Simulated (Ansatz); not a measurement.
Boron trichloride, BCl$_{3}$: measurement beside calculation (Ansatz, PBE0-D4/def2-TZVP geometry).

Z-matrix (Å, degrees):
```
B
Cl 1 1.737
Cl 1 1.737 2 120.0
Cl 1 1.737 2 120.0 3 -180.0
```

Enthalpy of formation at 298 K: -96.3 kcal/mol (zero for an element's reference state; older measured values of the G2 set, as listed by Staroverov and co-workers, J. Chem. Phys. 119, 12129, 2003). With their computed zero-point and thermal terms and the atoms' enthalpies of Curtiss and co-workers (1997) it gives an electronic atomization energy of 322.7 kcal/mol.

```json
{"level": "LDA (SPW92)", "atomization (kcal/mol)": "383.0", "error": "60.3", "error per bond": "20.1"}
{"level": "PBE-D4", "atomization (kcal/mol)": "339.6", "error": "16.9", "error per bond": "5.6"}
{"level": "revPBE-D4", "atomization (kcal/mol)": "329.0", "error": "6.3", "error per bond": "2.1"}
{"level": "BLYP-D4", "atomization (kcal/mol)": "320.0", "error": "-2.7", "error per bond": "-0.9"}
{"level": "r2SCAN-D4", "atomization (kcal/mol)": "333.4", "error": "10.7", "error per bond": "3.6"}
{"level": "B97M-V", "atomization (kcal/mol)": "334.9", "error": "12.2", "error per bond": "4.1"}
{"level": "PBE0-D4", "atomization (kcal/mol)": "332.4", "error": "9.7", "error per bond": "3.2"}
{"level": "B3LYP-D4", "atomization (kcal/mol)": "319.8", "error": "-3.0", "error per bond": "-1.0"}
{"level": "r2SCANh-D4", "atomization (kcal/mol)": "330.4", "error": "7.6", "error per bond": "2.5"}
{"level": "r2SCAN0-D4", "atomization (kcal/mol)": "326.0", "error": "3.3", "error per bond": "1.1"}
{"level": "HSE06-D4", "atomization (kcal/mol)": "332.7", "error": "10.0", "error per bond": "3.3"}
{"level": "BHLYP-D4", "atomization (kcal/mol)": "310.0", "error": "-12.7", "error per bond": "-4.2"}
{"level": "CAM-B3LYP-D4", "atomization (kcal/mol)": "320.4", "error": "-2.3", "error per bond": "-0.8"}
{"level": "ωB97X-V", "atomization (kcal/mol)": "326.1", "error": "3.3", "error per bond": "1.1"}
{"level": "ωB97M-V", "atomization (kcal/mol)": "329.6", "error": "6.9", "error per bond": "2.3"}
{"level": "B2PLYP", "atomization (kcal/mol)": "319.3", "error": "-3.4", "error per bond": "-1.1"}
{"level": "PBE-QIDH", "atomization (kcal/mol)": "330.5", "error": "7.8", "error per bond": "2.6"}
{"level": "PBE", "atomization (kcal/mol)": "336.5", "error": "13.8", "error per bond": "4.6"}
{"level": "revPBE", "atomization (kcal/mol)": "320.3", "error": "-2.4", "error per bond": "-0.8"}
{"level": "BLYP", "atomization (kcal/mol)": "313.0", "error": "-9.7", "error per bond": "-3.2"}
{"level": "r2SCAN", "atomization (kcal/mol)": "332.8", "error": "10.0", "error per bond": "3.3"}
{"level": "PBE0", "atomization (kcal/mol)": "329.7", "error": "7.0", "error per bond": "2.3"}
{"level": "B3LYP", "atomization (kcal/mol)": "314.5", "error": "-8.2", "error per bond": "-2.7"}
{"level": "r2SCANh", "atomization (kcal/mol)": "329.6", "error": "6.9", "error per bond": "2.3"}
{"level": "r2SCAN0", "atomization (kcal/mol)": "325.1", "error": "2.4", "error per bond": "0.8"}
{"level": "HSE06", "atomization (kcal/mol)": "330.2", "error": "7.5", "error per bond": "2.5"}
{"level": "BHLYP", "atomization (kcal/mol)": "305.7", "error": "-17.0", "error per bond": "-5.7"}
{"level": "CAM-B3LYP", "atomization (kcal/mol)": "317.6", "error": "-5.1", "error per bond": "-1.7"}
{"level": "LC-ωPBE", "atomization (kcal/mol)": "323.3", "error": "0.6", "error per bond": "0.2"}
{"level": "RPA@PBE/def2-TZVPP", "atomization (kcal/mol)": "284.2", "error": "-38.5", "error per bond": "-12.8"}
{"level": "HF/def2-TZVPP", "atomization (kcal/mol)": "244.5", "error": "-78.2", "error per bond": "-26.1"}
{"level": "MP2/def2-TZVPP", "atomization (kcal/mol)": "333.8", "error": "11.1", "error per bond": "3.7"}
{"level": "SCS-MP2/def2-TZVPP", "atomization (kcal/mol)": "320.2", "error": "-2.5", "error per bond": "-0.8"}
{"level": "CCSD/def2-TZVPP", "atomization (kcal/mol)": "304.3", "error": "-18.4", "error per bond": "-6.1"}
{"level": "CCSD(T)/def2-TZVPP", "atomization (kcal/mol)": "313.1", "error": "-9.6", "error per bond": "-3.2"}
{"level": "HF/def2-QZVPP", "atomization (kcal/mol)": "244.4", "error": "-78.3", "error per bond": "-26.1"}
{"level": "MP2/def2-QZVPP", "atomization (kcal/mol)": "339.2", "error": "16.5", "error per bond": "5.5"}
{"level": "SCS-MP2/def2-QZVPP", "atomization (kcal/mol)": "325.8", "error": "3.1", "error per bond": "1.0"}
{"level": "CCSD/def2-QZVPP", "atomization (kcal/mol)": "309.5", "error": "-13.3", "error per bond": "-4.4"}
{"level": "CCSD(T)/def2-QZVPP", "atomization (kcal/mol)": "318.8", "error": "-3.9", "error per bond": "-1.3"}
{"level": "HF/CBS(def2)", "atomization (kcal/mol)": "244.4", "error": "-78.3", "error per bond": "-26.1"}
{"level": "MP2/CBS(def2)", "atomization (kcal/mol)": "343.3", "error": "20.5", "error per bond": "6.8"}
{"level": "CCSD/CBS(def2)", "atomization (kcal/mol)": "313.3", "error": "-9.4", "error per bond": "-3.1"}
{"level": "CCSD(T)/CBS(def2)", "atomization (kcal/mol)": "323.1", "error": "0.4", "error per bond": "0.1"}
```

Functionals use def2-TZVPP; B3LYP here is the variant with VWN-RPA as its local correlation; programs differ in this. The calculations leave out spin–orbit coupling, scalar relativity and, for the correlated methods, core correlation; together these are worth up to about 1 kcal/mol a heavy atom. HSE06 is defined as in plane-wave codes. CBS extrapolates def2-TZVPP and def2-QZVPP. T1 = 0.014.
